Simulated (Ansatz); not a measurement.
Geometry optimisation, RKS PBE-D4/def2-SVP in Ansatz.

The input (input.yaml):

```yaml
crystal:
  periodic: [false, false, false]
  atoms:
    - { symbol: C, position_ang: [-0.9576, 0.9001, -0.9531] }
    - { symbol: Si, position_ang: [-0.5077, 0.2422, 0.6688] }
    - { symbol: Si, position_ang: [1.3056, -1.1126, 0.3729] }
    - { symbol: H, position_ang: [-1.1936, 0.1656, -1.6793] }
    - { symbol: H, position_ang: [-0.2012, 1.535, -1.4263] }
    - { symbol: H, position_ang: [-1.8803, 1.611, -0.8598] }
    - { symbol: H, position_ang: [-0.1603, 1.3549, 1.6162] }
    - { symbol: H, position_ang: [-1.5948, -0.5151, 1.2428] }
    - { symbol: H, position_ang: [1.7749, -1.6792, 1.728] }
    - { symbol: H, position_ang: [2.4717, -0.3336, -0.1616] }
    - { symbol: H, position_ang: [1.0086, -2.2253, -0.528] }
basis:
  gaussian: { orbitals: def2-SVP }
hamiltonian:
  xc: pbe
  dispersion: d4
relax:
  f_tol: 0.015
  max_steps: 40
```

Launched with:

```bash
$ ansatz run input.yaml --threads 1 --pin off --max-ram 2048MiB --backend cpu --events-out ev --progress --plain --runs-dir out
```

Problem. Where does it end, and by what steps?

Solution. It converged. After 4 steps the energy has fallen by 0.305 eV; C1 moved furthest, 0.12 Å.

| step | energy less start (eV) | largest force component (eV/Å) | accepted |
| --- | --- | --- | --- |
| 0 | 0.0000 | 2.955 | yes |
| 1 | -0.2549 | 0.965 | yes |
| 2 | -0.2946 | 0.179 | yes |
| 3 | -0.3048 | 0.050 | yes |
| 4 | -0.3051 | 0.005 | yes |

```xyz
11
Properties=species:S:1:pos:R:3
C -1.025 0.982 -1.005
Si -0.501 0.256 0.667
Si 1.376 -1.143 0.426
H -1.289 0.175 -1.719
H -0.203 1.579 -1.448
H -1.908 1.643 -0.887
H -0.160 1.363 1.634
H -1.630 -0.541 1.271
H 1.807 -1.724 1.747
H 2.533 -0.367 -0.150
H 1.066 -2.280 -0.514
```

Whether the end is a true minimum wasn't checked by a vibrational analysis.

Time of the run: 29 s on 1 thread of Intel(R) Xeon(R) Processor @ 2.50GHz (Skylake/Cascade Lake), with other jobs on the host, peak memory 0.13 GiB.
